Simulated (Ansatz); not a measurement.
The cluster BO₂H⁺. The state is a doublet with charge 1. Geometry PBE0-D4/def2-TZVP, that of the neutral singlet; atoms count from 1.

```xyz
4

B     0.454    0.206    0.100
O    -0.397   -0.719   -0.309
O     1.274    1.020    0.463
H    -1.331   -0.506   -0.254
```

The structure comes from a short search, and lower isomers may exist.

(1) Estimate the Mulliken populations from the PBE0/def2-TZVP orbitals of Ansatz.

(2) Where does the spin sit?

(3) And the Mayer bond orders between bonded heavy atoms (over 0.3)?

Results:

(1) 
```
atom  charge (e)  spin (α − β)
  B1        0.48         -0.05
  O2       -0.12          0.26
  O3        0.21          0.80
  H4        0.43         -0.01
```
Mulliken values and Mayer orders depend strongly on the basis.

(2) Summed by element: B -0.05, O 1.06, H -0.01, of 1 unpaired in all. Largest on single atoms: O3 0.80, O2 0.26, B1 -0.05.

(3) B1–O2 1.63 (1.32 Å); B1–O3 1.78 (1.21 Å).
